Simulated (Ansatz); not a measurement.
# CH2OS: functionals against CCSD(T) at one geometry

An exercise on one series of results from a longer session: the logs are not shown, and one member is left open.

The runs use Ansatz 0.2.0, Gaussian basis; single points in def2-TZVPP.

Cores are frozen in the correlated methods.

**The starting structure**

5 atoms, charge 0, spin multiplicity 1.

Atoms are counted from 1 here; the program's logs count them from 0.

Bond lengths: H1–O2 1.137 Å, O2–C3 1.274 Å, C3–H4 1.130 Å, C3–S5 1.658 Å. Angles: H1–O2–C3 90.1°, O2–C3–H4 128.6°, O2–C3–S5 107.7°, H4–C3–S5 123.6°.

As a file:

| atom | x (Å) | y (Å) | z (Å) |
| --- | --- | --- | --- |
| H1 | 0.66650 | -0.92380 | 0.50950 |
| O2 | 0.30160 | -0.85690 | -0.56510 |
| C3 | -0.21370 | 0.28260 | -0.32100 |
| H4 | -0.77250 | 0.96920 | -1.02350 |
| S5 | -0.00650 | 0.59260 | 1.29430 |

The first run:

Input file run/in.yaml:

```yaml
crystal:
  periodic: [false, false, false]
  atoms:
    - {symbol: H, position_ang: [0.666500, -0.923800, 0.509500]}
    - {symbol: O, position_ang: [0.301600, -0.856900, -0.565100]}
    - {symbol: C, position_ang: [-0.213700, 0.282600, -0.321000]}
    - {symbol: H, position_ang: [-0.772500, 0.969200, -1.023500]}
    - {symbol: S, position_ang: [-0.006500, 0.592600, 1.294300]}
basis:
  gaussian: {orbitals: def2-TZVPP}
correlation: {method: ccsd_t}
output: {forces: true}
```

The command line of these runs was not kept.

Steps of the session up to this table: CCSD(T)/def2-TZVPP; PBE0-D4/def2-TZVPP; wB97M-V/def2-TZVPP; r2SCAN-D4/def2-TZVPP; PBE-D4/def2-TZVPP; HSE06-D4/def2-TZVPP; wB97X-V/def2-TZVPP.

One table of the session follows, with a row left open; its other results are not shown here.

```
   method  RMS force component (eV/Å)  angle to CCSD(T) forces (°)  dipole (D)
  CCSD(T)                       1.312                    reference        1.18
  PBE0-D4                       1.104                         11.3        1.25
  wB97M-V                           ?                            ?           ?
r2SCAN-D4                       1.153                          7.9        1.25
   PBE-D4                       1.209                         12.1        1.15
 HSE06-D4                       1.104                         11.0        1.24
  wB97X-V                       1.175                          9.5        1.35
```

Estimate the missing values for wB97M-V.

As computed: RMS force component (eV/Å): 1.168; angle to CCSD(T) forces (°): 9.6; dipole (D): 1.25. In the column «RMS force component (eV/Å)» it lies between r2SCAN-D4 (1.153) and wB97X-V (1.175).
